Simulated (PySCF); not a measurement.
CS2.

```xyz
3

S      0.0000     0.0000    -1.5527
C      0.0000     0.0000     0.0000
S      0.0000     0.0000     1.5527
```
Charge 0, spin multiplicity 1.

Geometry: B3LYP-D3(BJ)/def2-TZVP.

All values below come from KT2/pcSseg-2 run with PySCF. Non-relativistic, no solvent.

Give the absolute GIAO shielding of each atom: isotropic value and principal components (ppm). (Estimate from the structure and the level; the computed values follow.)


```json
[
 {"atom": "S1", "σ(iso)": "529.3", "σ11": "261.9", "σ22": "261.9", "σ33": "1063.9", "span": "801.9"},
 {"atom": "C2", "σ(iso)": "-7.1", "σ11": "-156.9", "σ22": "-156.9", "σ33": "292.7", "span": "449.6"},
 {"atom": "S3", "σ(iso)": "529.3", "σ11": "261.9", "σ22": "261.9", "σ33": "1063.9", "span": "801.9"}
]
```
